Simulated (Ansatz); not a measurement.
Born–Oppenheimer molecular dynamics of BFH2O (5 atoms, charge 0, multiplicity 1). It goes on from the last frame of an earlier run, with new velocities.

Computed with RKS B3LYP/def2-TZVP (Ansatz 0.2.0).

```yaml
ensemble: NVE (velocity Verlet)
time_step: 0.5 fs
steps_asked: 166
starting_velocities_drawn_for: 500 K
masses: H 3.016 u
seed: 98932
```

First frame:

```xyz
5
Properties=species:S:1:pos:R:3
B -0.045 -0.042 0.015
O 0.000 -0.108 1.376
H -0.932 -0.178 1.654
F 1.154 0.061 -0.625
H -1.111 0.021 -0.504
```

(1) What does the run give?

(2) What happens to the structure?

(3) How do temperature and energy run in time?

Answers

(1) All steps were run.

| Item | Value |
| --- | --- |
| steps done | 166 |
| time covered | 83 fs |
| mean temperature over the second half | 403 K |
| spread of the potential energy over the second half | 8.1 meV per atom |
| mean potential energy of the second half above the start | 7.6 meV per atom |

The conserved energy stayed within 0.2 meV per atom of its start (net change 0.13 meV per atom), so the integration is sound. A run of 0.083 ps of so small a system gives no equilibrium averages.

(2) The same pairs are bonded in the first frame and the last. Pairs count as bonded within 1.25 times the sum of covalent radii (0.12 Å more for H–H). This is one draw of velocities; another would differ in detail.

(3) 
```csv
time (fs),T (K),potential energy less start (eV),conserved less start (meV/atom)
0,500,0.000,0.00
4,329,0.067,0.16
8,504,-0.001,0.04
12,470,0.012,0.08
16,338,0.063,0.07
20,442,0.022,0.02
24,364,0.053,0.11
28,388,0.044,0.03
32,260,0.094,0.15
36,338,0.063,0.04
40,344,0.061,0.12
44,541,-0.016,0.01
48,497,0.001,0.05
52,439,0.024,0.09
56,428,0.028,0.06
60,276,0.088,0.14
64,402,0.038,0.01
68,384,0.046,0.13
72,584,-0.033,-0.04
76,208,0.114,0.17
80,323,0.069,0.05
```

The run took 88 s on 4 threads of Arm Neoverse V1, on a shared host, peak memory 0.14 GiB.
